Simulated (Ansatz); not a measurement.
A made-up structure of CH₅Si₂ (charge +1), singlet:

| atom | x (Å) | y (Å) | z (Å) |
| --- | --- | --- | --- |
| C1 | -1.1332 | 1.3016 | -1.2160 |
| Si2 | 0.0410 | 0.1923 | -0.7291 |
| Si3 | 0.9406 | -1.0973 | 1.0679 |
| H4 | -2.0406 | 0.9784 | -1.7275 |
| H5 | -0.9105 | 2.3655 | -1.3041 |
| H6 | 1.2872 | -0.0062 | 2.0043 |
| H7 | -0.9141 | 2.0441 | -0.4920 |
| H8 | -0.2552 | -1.8933 | 1.4204 |

It is relaxed with PBE-D4/def2-SVP and then PBE0-D4/def2-TZVP (Ansatz 0.2.0). Atoms count as bonded within 1.22 times the sum of their covalent radii (H–H: 0.88 Å). The end point is not checked to be a true minimum.

(1) Does its bonding change? (Judge from chemistry; the calculation decides.)

Results:

(1) Computed: Yes. Formed: Si2–H6, Si2–H8; broken: H5–H7.

Where it ends: The first stage lowers the energy by 5.03 eV in 13 steps. It ends as CH₅Si₂ ([CH3][Si]12[H][Si]1[H]2), total charge +1:
C1  (-1.008, 1.306, -0.866)
Si2  (0.117, -0.024, -0.269)
Si3  (1.154, -1.384, 1.061)
H4  (-1.727, 0.870, -1.567)
H5  (-0.415, 2.059, -1.393)
H6  (0.945, 0.314, 1.156)
H7  (-1.536, 1.765, -0.027)
H8  (-0.515, -1.022, 0.929)
(Å)

Labels in which every atom is bracketed show which atoms are joined, not bond orders.

For scale, one of the runs: PBE0-D4/def2-TZVP relaxation, 135 basis functions, launched by `ansatz run in.yaml --threads 2 --pin off --events-out ev --progress --plain --max-ram 4352MiB`. The run took about 21 s on 2 CPU threads of an Arm Neoverse V1 (shared host).
